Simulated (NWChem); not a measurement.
**Total energies of S**

```
S
```
Charge 0, spin multiplicity 3.

Everything below was run with NWChem.

Basis set: cc-pVDZ (18 functions).

| method | total energy (Ha) |
|---|---|
| UHF | -397.49680 |
| UMP2 | -397.58060 |
| UB2PLYP | -397.97404 |
| UPBE | -397.93044 |
| UB3LYP | -398.12508 |
| UM06-2X | -398.08354 |

Total energies of different functionals aren't comparable as a measure of quality: only differences taken within one method are. 

The correlated methods keep 5 core orbitals frozen. B3LYP has NWChem's definition, with VWN1-RPA local correlation. The stability of the SCF solutions was not checked. Open-shell Hartree-Fock references start from PBE0 orbitals.
